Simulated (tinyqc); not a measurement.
Inside a calculation. Method: Hueckel theory of the pi electrons, for the molecule C=C([CH2+])N (SMILES; centres numbered as the heavy atoms are written). Computed by tinyqc, a small Python program that keeps every step. Settings: charge = 1. Command: `OMP_NUM_THREADS=1 python tinyqc.py 23195 23196 out.jsonl` (the two numbers bound the seeds that draw the settings). One thread of a shared host (Intel(R) Xeon(R) Processor @ 2.60GHz), about 0.01 s of CPU time with the checks.

## The Hueckel matrix

Centres:
```
centre  z_r, pi electrons of the neutral centre         h
1C                                            1  0.000000
2C                                            1  0.000000
3C                                            1  0.000000
4N                                            2  1.500000
```

Bonds:
```
i  j         k
1  2         1
2  3         1
2  4  0.800000
```

H_rr = alpha + h_r beta, H_rs = k_rs beta for bonded centres.

Hueckel matrix in units of beta (H = alpha + beta A), lower triangle:
```
          1C        2C        3C        4N
1C  0.000000
2C  1.000000  0.000000
3C  0.000000  1.000000  0.000000
4N  0.000000  0.800000  0.000000  1.500000
```

## Orbitals

pi electrons, sum of z_r less the charge = 4

Diagonalise; E = alpha + x beta with beta < 0, so the largest x are filled first; degenerate levels share their electrons. P = sum n_i c_ri c_si; each orbital has its largest coefficient positive (the first on a tie).

x values: 2.075559  0.948429  0.000000  -1.523988

occupations: 2.000000  2.000000  0.000000  0.000000

coefficients:
```
         MO1        MO2        MO3        MO4
1C  0.261437  -0.456826   0.707107  -0.472188
2C  0.542627  -0.433267   0.000000   0.719608
3C  0.261437  -0.456826  -0.707107  -0.472188
4N  0.754226   0.628411   0.000000  -0.190373
```

charge and bond-order matrix P, lower triangle:
```
           1C        2C         3C        4N
1C   0.554078
2C   0.679580  0.964328
3C   0.554078  0.679580   0.554078
4N  -0.179784  0.273988  -0.179784  1.927516
```

## Energy, charges, bond orders

E = sum n x; q_r = z_r - P_rr; bond order p = P_rs; free valence = sqrt(3) - sum of p over the bonds of the atom.

pi energy = 4 alpha + this times beta = 6.047975

pi charges: 1C 0.445922, 2C 0.035672, 3C 0.445922, 4N 0.072484

Bond orders and lengths from R = 1.517 - 0.180 p (angstrom, C-C alone):
```
bond         p         R
1-2   0.679580  1.394676
2-3   0.679580  1.394676
2-4   0.273988         -
```

free valence of the carbons: 1C 1.052471, 2C 0.098903, 3C 1.052471

gap between the highest filled and the next level = 0.948429 |beta|
